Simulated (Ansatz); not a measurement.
Geometry optimisation, Ansatz 0.2.0, RKS LDA/def2-mTZVP.

input.yaml

```yaml
crystal:
  periodic: [false, false, false]
  atoms:
    - { symbol: Si, position_ang: [-0.4365, 0.1653, -0.5875] }
    - { symbol: H, position_ang: [-0.6966, -1.6524, -0.9761] }
    - { symbol: "N", position_ang: [0.598, -0.2635, -1.8157] }
    - { symbol: H, position_ang: [0.006, -1.4608, -1.6361] }
    - { symbol: H, position_ang: [-1.746, 0.8136, -0.8225] }
    - { symbol: Si, position_ang: [0.1416, 0.4617, 1.6267] }
    - { symbol: H, position_ang: [1.2655, 0.3417, -2.288] }
    - { symbol: H, position_ang: [0.1653, 1.8774, 2.0257] }
    - { symbol: H, position_ang: [1.4792, -0.0589, 1.929] }
    - { symbol: H, position_ang: [-0.7767, -0.2241, 2.5446] }
basis:
  gaussian: { orbitals: def2-mTZVP }
hamiltonian:
  xc: lda
relax:
  f_tol: 0.15
  max_steps: 25
  restrain:
    - { distance: [3, 1], at: 0.62, k: 30.0 }
    - { distance: [0, 1], at: 2.72, k: 30.0 }
    - { distance: [3, 2], at: 2.32, k: 30.0 }
```

Run as:

```bash
$ ansatz run input.yaml --threads 2 --pin off --max-ram 3072MiB --backend cpu --events-out ev --progress --plain --runs-dir out
```

Where does it end, and by what steps?

The run converged. The restraints hold the end off the free minimum. After 10 steps the energy has fallen by 0.974 eV (the restraints' own energy left out); N3 moved furthest, 0.63 Å. Joined: H2–H4 (0.98 → 0.71 Å).

| step | energy less start (eV) | largest force component (eV/Å) | accepted |
| --- | --- | --- | --- |
| 0 | 0.0000 | 2.413 | yes |
| 1 | 0.4590 | 2.955 | yes |
| 2 | 0.1227 | 3.921 | yes |
| 3 | -0.2424 | 2.459 | yes |
| 4 | -0.4961 | 1.739 | yes |
| 5 | -0.7155 | 0.924 | yes |
| 6 | -0.7805 | 1.533 | yes |
| 7 | -0.8952 | 1.791 | yes |
| 8 | -0.9710 | 1.464 | yes |
| 9 | -0.9619 | 1.991 | yes |
| 10 | -0.9741 | 1.883 | yes |

```xyz
10
Properties=species:S:1:pos:R:3
Si -0.342 0.465 -0.629
H -0.831 -2.170 -1.142
N 0.553 0.347 -1.958
H -0.434 -1.717 -1.511
H -1.813 0.508 -0.874
Si 0.234 0.544 1.641
H 1.579 0.327 -1.929
H 0.219 1.965 2.117
H 1.599 -0.033 1.844
H -0.763 -0.238 2.442
```

Run time: 8.2 s on 2 threads of Intel(R) Xeon(R) 6975P-C (Granite Rapids) (shared host), peak memory 0.17 GiB.
